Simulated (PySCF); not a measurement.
Gas-phase reaction: SiF3OH + F2 + SiHF3 ⇌ 2 SiF4 + H2O

Computed with PySCF and rigid-rotor harmonic-oscillator thermochemistry at 1 bar. † marks an energy on the PBE0/def2-TZVP geometry and frequencies. MP2 and CCSD(T) freeze the core. All species are closed-shell singlets. SiF3OH: computed as isolated molecules; such fragments, hydroxides, amides, oligomers or adducts are transient or little studied in the gas. MP2 isn't extrapolated to the basis-set limit. CCSD(T) isn't extrapolated to the basis-set limit.

M06-2X/def2-TZVP† gives ΔH°(298 K) = -718 kJ.

What do HF/def2-TZVP†, MP2/def2-TZVPP†, CCSD(T)/def2-TZVPP† give?

HF/def2-TZVP†: -752 kJ; MP2/def2-TZVPP†: -739 kJ; CCSD(T)/def2-TZVPP†: -706 kJ. For scale, ΔH°(298 K) is -718 kJ at this level, -693 kJ at ωB97M-V/def2-TZVP†, and runs from -752 to -473 kJ over the 20 levels computed.
